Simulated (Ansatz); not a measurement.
A nudged elastic band was laid between two geometries of C2H6FNO2 (12 atoms, charge 0, multiplicity 1).

Level of theory: RKS r2SCAN/cc-pVDZ in Ansatz.

| Property | Result |
| --- | --- |
| movable images | 7 |
| climbing image | yes |
| spring | 5.0 eV/Å² |
| optimiser | quadratic models (default) |
| start path | through a guess of the saddle point |
| force threshold | 0.05 eV/Å |
| iteration limit | 58 |
| end points | relaxed |

Initial state:

```xyz
12
Properties=species:S:1:pos:R:3
C -0.592 -1.247 0.967
O 0.580 -0.679 0.373
C 0.387 0.570 -0.188
N -0.541 0.560 -1.268
O 1.622 1.047 -0.561
F -0.159 1.422 0.782
H -0.335 -2.287 1.203
H -1.437 -1.213 0.262
H -0.860 -0.707 1.890
H -0.732 1.528 -1.532
H -0.083 0.116 -2.066
H 2.226 0.834 0.171
```

Final state:

```xyz
12
Properties=species:S:1:pos:R:3
C -0.612 -1.155 0.857
O 0.604 -0.614 0.357
C 0.500 0.680 -0.189
N -0.327 0.863 -1.327
O 1.771 1.059 -0.503
F -0.038 1.498 0.812
H -0.375 -2.161 1.224
H -1.373 -1.239 0.058
H -1.015 -0.543 1.681
H -1.306 0.749 -1.070
H -0.088 0.166 -2.033
H 2.339 0.642 0.166
```

**Question.** Which bonds break or form, and what moves?

**Answer.** No bond is made or broken. The height of N4 over the plane of its neighbours goes from 0.41 to -0.38 Å.

**Question.** What energy profile does the band end with?

**Answer.** The run converged. The highest image is number 5 of 0 to 8, 0.218 eV above the first end and 0.120 eV above the last; the last end lies 0.099 eV above the first. A vibrational analysis at the climbing image gives one clearly imaginary mode, 603i cm⁻¹: a first-order saddle point.

```csv
image,path coordinate (Å),energy (eV),height of N4 over the plane of its neighbours (Å)
0,0.00,0.000,0.41
1,0.23,0.004,0.41
2,0.47,0.017,0.40
3,0.70,0.042,0.36
4,0.94,0.136,0.21
5,1.17,0.218,-0.02
6,1.36,0.168,-0.21
7,1.56,0.109,-0.34
8,1.75,0.099,-0.38
```

**Question.** What is the geometry of the highest image?

**Answer.** 
```xyz
12
Properties=species:S:1:pos:R:3
C -0.593 -1.179 0.930
O 0.624 -0.619 0.453
C 0.475 0.622 -0.191
N -0.360 0.667 -1.308
O 1.744 1.017 -0.518
F -0.100 1.497 0.745
H -0.361 -2.203 1.248
H -1.349 -1.205 0.126
H -0.989 -0.605 1.785
H -1.271 1.088 -1.232
H -0.062 0.233 -2.168
H 2.320 0.633 0.165
```

**Question.** What are the harmonic wavenumbers there?

**Answer.** 603i, 114, 188, 211, 288, 396, 435, 490, 546, 583, 646, 817, 899, 1068, 1107, 1160, 1189, 1196, 1301, 1401, 1454, 1465, 1483, 1571, 3012, 3095, 3156, 3642, 3746, 3794 cm⁻¹.

The band took 10 iterations and of the order of 7 core-minutes.

Time of the run: 3.7 min on 2 threads of AMD EPYC 7B13 (Zen 3), on a shared host, peak memory 0.2 GiB.
